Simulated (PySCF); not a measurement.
Molecular orbitals of LiO⁺

UHF at R = 2.099 Å; Li x2c-SVPall, O x2c-SVPall; spin-free X2C with a Gaussian nucleus (PySCF 2.14). State: ³Σ⁻ (triplet), unpaired electrons π ↑↑. Only the outer orbitals are listed, counted within each symmetry.

| spin | orbital | occ. | ε (eV) | on Li (%) | main shells (%) |
| --- | --- | --- | --- | --- | --- |
| α | 3σ | 1 | -45.02 | 0 | 100 O s |
| α | 1π | 1 | -26.26 | 0 | 100 O p |
| α | 1π | 1 | -26.26 | 0 | 100 O p |
| α | 4σ | 1 | -23.88 | 2 | 98 O p |
| α | 5σ | 0 | -4.69 | 100 | 93 Li s |
| α | 2π | 0 | -2.61 | 100 | 100 Li p |
| α | 2π | 0 | -2.61 | 100 | 100 Li p |
| β | 3σ | 1 | -35.76 | 1 | 99 O s |
| β | 4σ | 1 | -21.34 | 3 | 96 O p |
| β | 5σ | 0 | -4.64 | 100 | 91 Li s, 9 Li p |
| β | 1π | 0 | -4.30 | 41 | 58 O p, 42 Li p |
| β | 1π | 0 | -4.30 | 41 | 58 O p, 42 Li p |

Problem. Which are the highest filled and the lowest empty level, where do they sit, and how wide is the gap?

Solution. Highest filled β 4σ at -21.34 eV (in %: 96 O p); lowest empty α 5σ at -4.69 eV (in %: 93 Li s); the gap at UHF is 16.65 eV.

```
bond order (Mayer)                                                                                                : 0.12
⟨S²⟩                                                                                                              : 2.008
charge on Li (Mulliken, basis-dependent)                                                                          : 0.94
charge on Li (Löwdin, basis-dependent)                                                                            : 0.82
dipole moment (positive dipole points towards O; it is taken about the centre of mass and depends on that origin) : -6.49 D
polarisability along the bond                                                                                     : 3.5 bohr³
polarisability across the bond                                                                                    : 2.9 bohr³
```

The state was picked by a PBE0 search and need not be the measured ground state.
